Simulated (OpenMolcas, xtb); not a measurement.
**A ladder of methods for SiH2OF (SMILES O[SiH]F)**

The species is SiH2OF (5 atoms), meant as a doublet with charge 0. As SMILES, `O[SiH]F`. Geometry: relaxed at PBE0-D4/def2-TZVP. This is one conformer, not always the lowest.

```csv
atom,x (Å),y (Å),z (Å)
O,-0.6152,-0.8846,-0.2763
Si,0.2839,0.2457,0.4931
F,0.2070,1.6465,-0.2831
H,-1.5645,-0.7651,-0.3380
H,1.6888,-0.2426,0.4044
```

Quantity: the energy change with the Si2–F3 bond stretched from 1.603 to 3.527 Å, in eV. The values are calculated.

```csv
level,kind,program,value (eV),CPU time (all runs)
GFN-FF,force field,xtb,2.23,under 2 s
GFN2-xTB,semi-empirical,xtb,3.07,under 2 s
UHF/def2-TZVP,Hartree–Fock,OpenMolcas,4.33,96 s
USVWN5/def2-TZVP,LDA,OpenMolcas,4.95,2.8 min
U-revPBE/def2-TZVP,GGA,OpenMolcas,4.30,2.4 min
UM06-L/def2-TZVP,meta-GGA,OpenMolcas,4.60,3.3 min
UTPSS/def2-TZVP,meta-GGA,OpenMolcas,4.56,3.2 min
UM06-2X/def2-TZVP,hybrid meta-GGA,OpenMolcas,5.26,2.9 min
```

The first shape isn't each level's own minimum. The values span 2.23 to 5.26 eV. Spin contamination of the reference (⟨S²⟩ at least 0.1 too high) touches UHF/def2-TZVP. CPU times are rough (shared hosts, several kinds of processor): they show what a rung costs within a factor of a few.
